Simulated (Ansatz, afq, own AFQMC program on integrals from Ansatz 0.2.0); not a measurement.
Two steps: Ansatz 0.2.0 writes the Fock matrix and Cholesky factors of the valence space, and afq projects on them the lowest state that overlaps trial and start.

```yaml
crystal:
  periodic: [false, false, false]
  atoms:
    - {symbol: Zr, position_ang: [0.000000, 0.000000, 0.000000]}
    - {symbol: B, position_ang: [0.000000, 0.000000, 2.147200]}
basis:
  gaussian: {orbitals: def2-SVP}
magnetization: {spin_polarized: true, initial_magnetization: 5}
correlation: {method: ccsd_t, electrons: outside_noble_gas, hamiltonian_folder: ham}
```

```sh
$ ansatz run in.yaml --threads 1 --pin off --events-out ev --progress --plain --max-ram 1382MiB
```

afq runs on the folder ham with

```
--method phaseless --trial hf --walkers 120 --populations 1 --least-time 40 --time-step 0.005 --steps-per-block 20 --equilibration-blocks 160 --max-blocks 600 --target-error 0.0009600 --factor-cut 1e-05 --start spin_pure --seed 9099 --taylor-order 6
```

Times are imaginary, in 1/Eh. The walk had a cap of 1122 s. Core potentials past Kr, no spin–orbit coupling.

Output of the walk:

```
orbitals 40  electrons 6 1  factors 327 of 476
reference energy -70.99679467 Eh
CCSD correlation -0.12110640 Eh in 15 cycles, weight of the determinant in the CISD state 0.8725
energy of the start -70.996854 Eh
 block  time / (1/Eh)  mean weight  energy / Eh
     1     0.100  1.0004  -71.011615
     2     0.200  1.0008  -71.025911
     3     0.300  1.0010  -71.037227
     4     0.400  0.9998  -71.045045
     5     0.500  1.0007  -71.052771
     7     0.700  1.0002  -71.064030
     9     0.900  0.9998  -71.078911
    20     2.000  0.9999  -71.105304
    58     5.800  1.0003  -71.110875
    96     9.600  0.9999  -71.136048
   134    13.400  0.9993  -71.134130
   172    17.200  0.9996  -71.101837
   191    19.100  1.0000  -71.083432
   210    21.000  1.0019  -71.121894
   248    24.800  1.0010  -71.120358
   286    28.600  1.0009  -71.120041
   324    32.400  0.9998  -71.105860
   362    36.200  0.9945  -71.096458
   400    40.000  0.9998  -71.107153
   438    43.800  1.0004  -71.143237
   457    45.700  1.0012  -71.153263
   476    47.600  0.9997  -71.135887
   514    51.400  1.0016  -71.124758
   552    55.200  0.9994  -71.105535
   590    59.000  1.0001  -71.107882
   628    62.800  0.9996  -71.115554
   666    66.600  1.0003  -71.120069
   704    70.400  1.0009  -71.105477
   742    74.200  0.9983  -71.134469
blocks merged  error / Eh  count
     1  0.000550  600
     2  0.000739  300
     4  0.000975  150
     8  0.001246  75
    16  0.001548  37
    32  0.001751  18
    64  0.001836  9
energy -71.116286 +/- 0.001751 Eh
(rows thinned)
```

The run passed its tests (sampling time, drift between the halves within three errors, error under three times the target), which doesn't prove that it has relaxed.

Against this walk (error 47.6 meV) on the same determinant: CCSD(T) 239.5 meV lower, CCSDT(Q) 294.1 meV lower. The error is statistical and leaves out the bias of the constraint. CCSDT(Q) is the surest value here, so the walk's 294 meV above it is most likely the bias of the constraint with this trial, which can have either sign.

Cautions: constraint bias not in the error; error above the target (47.6 against 26.1 meV); no spin-orbit coupling; outer-core shells of the metal frozen; lower spins were not checked; higher spins were not checked; raised T1 diagnostic (T1 0.044, weight of the determinant 0.87, largest double 0.08); CCSDT(Q) on the ROHF determinant differs (66 meV higher), by its state or its frozen core; the bias of populations of 120 walkers isn't removed.

The walk took 3 min on 1 thread of Intel(R) Xeon(R) 6975P-C (Granite Rapids) (shared host). The log's last line is the phaseless energy.

CCSDT and higher add their correlation energy to the determinant of the CCSD(T) run, since their own runs factorise the integrals more tightly (a shift of under 2 meV). A walk keeps the symmetry of its determinant, which the program's search chose and which needn't be the lowest solution, so a lower state of the same spin and another symmetry isn't excluded.
